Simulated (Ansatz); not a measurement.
# Telling isomers of CH7BN− apart by their spectra

These gas-phase data were calculated for one isomer of CH7BN− at PBE0-D3(BJ)/def2-SVPD (harmonic, unscaled wavenumbers; equilibrium rotational constants with average atomic masses):

- rotational constants: 29.1, 7.862, 6.928 GHz
- all wavenumbers above 1500 cm⁻¹: 3582, 3496, 3055, 3030, 2964, 2222, 2098, 1570

Candidates:

(1) `[BH3-]NC`, a singlet
(2) `[BH3-]CN`, a singlet
(3) `C[BH2-]N`, a singlet

Question: Which structure fits?

Answer: Candidate (3). 2 modes lie between 3250 and 3800 cm⁻¹, one for each N–H bond, while (1) has 1. 3 modes lie between 2750 and 3290 cm⁻¹, one for each C–H bond, while (2) has 2.

The same quantities for all candidates:

```tsv
	rotational constants (GHz)	wavenumbers above 1500 cm⁻¹	E above the lowest, PBE0-D3(BJ)/def2-SVPD (kcal/mol)
(1)	32.5, 8.896, 7.893	3549, 3042, 2964, 2839, 2279, 2256, 2130	12.4
(2)	28.83, 8.405, 7.451	3549, 3481, 3003, 2969, 2273, 2239, 2238, 1624	17.5
(3)	29.1, 7.862, 6.928	3582, 3496, 3055, 3030, 2964, 2222, 2098, 1570	0.0
```

Each candidate is one conformer. Programs: Ansatz 0.2.0.
